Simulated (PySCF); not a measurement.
Compound: C5H7 (charge +1).
Atom-mapped SMILES: `[CH:1]#[C:2][C+:3]([CH3:4])[CH3:5]` (hydrogens: H6 on C1; H7, H8, H9 on C4; H10, H11, H12 on C5)

The same species was optimised twice, with GFN2-xTB and with PBE0-D3(BJ)/def2-SVP (PySCF), and the same property calculations (PySCF, gas phase) were run on both structures.

| coordinate | GFN2-xTB | PBE0-D3(BJ)/def2-SVP | change |
| --- | --- | --- | --- |
| C1–H6 (Å) | 1.056 | 1.083 | +0.027 |
| C4–H8 (Å) | 1.099 | 1.114 | +0.015 |
| C3–C4 (Å) | 1.449 | 1.464 | +0.015 |
| C3–C5 (Å) | 1.451 | 1.464 | +0.013 |
| C1≡C2 (Å) | 1.211 | 1.222 | +0.011 |
| C4–H7 (Å) | 1.088 | 1.097 | +0.009 |
| C4–H9 (Å) | 1.094 | 1.100 | +0.006 |
| C2–C3 (Å) | 1.385 | 1.387 | +0.002 |
| C3–C4–H8 (°) | 108.1 | 104.8 | -3.3 |
| H8–C4–H9 (°) | 103.8 | 105.5 | +1.7 |
| H7–C4–H9 (°) | 111.4 | 112.9 | +1.5 |
| H7–C4–H8 (°) | 108.4 | 107.0 | -1.4 |
| C3–C4–H9 (°) | 111.0 | 112.0 | +1.0 |
| C4–C3–C5 (°) | 121.7 | 120.9 | -0.8 |
| C1–C2–C3 (°) | 179.2 | 179.8 | +0.6 |
| C2–C3–C5 (°) | 119.1 | 119.6 | +0.5 |

Rotational constants: A = 8726, B = 3978, C = 2823 MHz (GFN2-xTB) against A = 8664, B = 3904, C = 2783 MHz (PBE0-D3(BJ)/def2-SVP). Atoms that the bonding makes alike are paired by their places after alignment. End groups have turned between the structures, so H10, H11, H12 are left out of the comparison.

On the GFN2-xTB structure: lowest singlet, TDDFT (eV) 2.99 [B3LYP/def2-SVPD]; lowest triplet, Tamm–Dancoff (eV) 2.67 [B3LYP/def2-SVPD]; isotropic polarisability (au) 57.2 [B3LYP/def2-SVPD]; HOMO (eV) -13.90 [B3LYP/def2-SVPD]; LUMO (eV) -9.40 [B3LYP/def2-SVPD]; HOMO (eV) -14.17 [PBE0/pcSseg-1]; LUMO (eV) -9.25 [PBE0/pcSseg-1]; GIAO shielding of C1 (ppm) -31.9 [PBE0/pcSseg-1]; GIAO shielding of C2 (ppm) 83.1 [PBE0/pcSseg-1]; GIAO shielding of C3 (ppm) -101.5 [PBE0/pcSseg-1]; GIAO shielding of C4/C5 (mean) (ppm) 134.8 [PBE0/pcSseg-1].

What do these properties become on the PBE0-D3(BJ)/def2-SVP structure?

```tsv
property	level	on GFN2-xTB	on PBE0-D3(BJ)/def2-SVP	change
lowest singlet, TDDFT (eV)	B3LYP/def2-SVPD	2.99	2.95	-0.04
lowest triplet, Tamm–Dancoff (eV)	B3LYP/def2-SVPD	2.67	2.62	-0.05
isotropic polarisability (au)	B3LYP/def2-SVPD	57.2	58.3	+1.1
HOMO (eV)	B3LYP/def2-SVPD	-13.90	-13.84	+0.06
LUMO (eV)	B3LYP/def2-SVPD	-9.40	-9.36	+0.04
energy, GFN2-xTB geometry as zero (kcal/mol)	B3LYP/def2-SVPD	0.0	-1.2	-1.2
HOMO (eV)	PBE0/pcSseg-1	-14.17	-14.09	+0.08
LUMO (eV)	PBE0/pcSseg-1	-9.25	-9.21	+0.04
energy, GFN2-xTB geometry as zero (kcal/mol)	PBE0/pcSseg-1	0.0	-0.5	-0.5
GIAO shielding of C1 (ppm)	PBE0/pcSseg-1	-31.9	-38.5	-6.6
GIAO shielding of C2 (ppm)	PBE0/pcSseg-1	83.1	83.6	+0.5
GIAO shielding of C3 (ppm)	PBE0/pcSseg-1	-101.5	-102.5	-1.0
GIAO shielding of C4/C5 (mean) (ppm)	PBE0/pcSseg-1	134.8	131.8	-3.0
```

The heavy atoms differ by 0.013 Å rms after alignment. Among the bonds compared C1–H6 changes most (+0.027 Å). Changes are differences of the printed values. Neither structure is proved a minimum here. Geometry: PBE0-D3(BJ)/def2-SVP; no solvent, vibrations or thermal averaging.
